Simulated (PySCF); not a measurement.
# H6N2Si: the cost of one run

Computed with PySCF 2.14.0, with density-fitted response routines of our own, on a single molecule in the gas phase. Atoms count from 0, in the outputs and in this text.

### Step 1. Starting geometry

9 atoms, charge 0, multiplicity 1; geometry from: PBE0-D3(BJ)/def2-SVP.

Bonds of the start (Å): N0–Si1 1.72, Si1–N2 1.72, N0–H3 1.01, N0–H4 1.01, Si1–H5 1.50, Si1–H6 1.50, N2–H7 1.01, N2–H8 1.01.

### Step 2. Indirect couplings: B3LYP/def2-TZVP

The job: settings as JSON, then the geometry in Å.

```
{"job": {"kind": "j", "xc": "B3LYP", "basis": "def2-TZVP"}, "charge": 0, "multiplicity": 1}
N      1.240481    -0.362972     0.012295
Si    -0.309282     0.389032     0.093369
N     -1.508110    -0.822136    -0.164211
H      1.483692    -1.122115     0.637965
H      2.054948     0.170455    -0.266078
H     -0.718925     1.010686     1.397540
H     -0.209586     1.498921    -0.912952
H     -2.432398    -0.729040     0.237712
H     -1.512690    -1.389917    -1.003182
```

Level: B3LYP/def2-TZVP indirect spin-spin coupling, non-relativistic, gas phase.

Command:

```
OMP_NUM_THREADS=1 python probes_run.py task.json out
```

This one command runs all jobs of the session in turn.

**Question.** How long does this first job take on 1 thread of Arm Neoverse V1, shared host, and how much memory does it need?

About 13 s, with a peak of 0.54 GiB.
